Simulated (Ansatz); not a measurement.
Structure optimisation: rhodium, fcc

Computed with DFT, BLYP, plane waves (420 eV) with PAW, scalar-relativistic (Ansatz 0.2.0). The PAW files were generated under PBE, with cores re-solved for the functional.

k-point mesh 14×14×14, Fermi-Dirac smearing 0.1 eV, no spin polarisation. Cell and atoms relax.

Starting structure:

```cif
data_structure
_symmetry_space_group_name_H-M 'P 1'
_symmetry_Int_Tables_number 1
_cell_length_a 2.6892
_cell_length_b 2.6892
_cell_length_c 2.6892
_cell_angle_alpha 60.000
_cell_angle_beta 60.000
_cell_angle_gamma 60.000
_cell_volume 13.75
loop_
_atom_site_label
_atom_site_type_symbol
_atom_site_fract_x
_atom_site_fract_y
_atom_site_fract_z
_atom_site_occupancy
Rh1 Rh 0.00000 0.00000 0.00000 1
```

The pressure at the start is 19.9 GPa. By how much does the volume change?

From 13.75 to 14.85 Å³ per atom, 8.0 %. The final cell has a = 3.902 Å.

How much energy does the relaxation gain?

63.1 meV per atom.
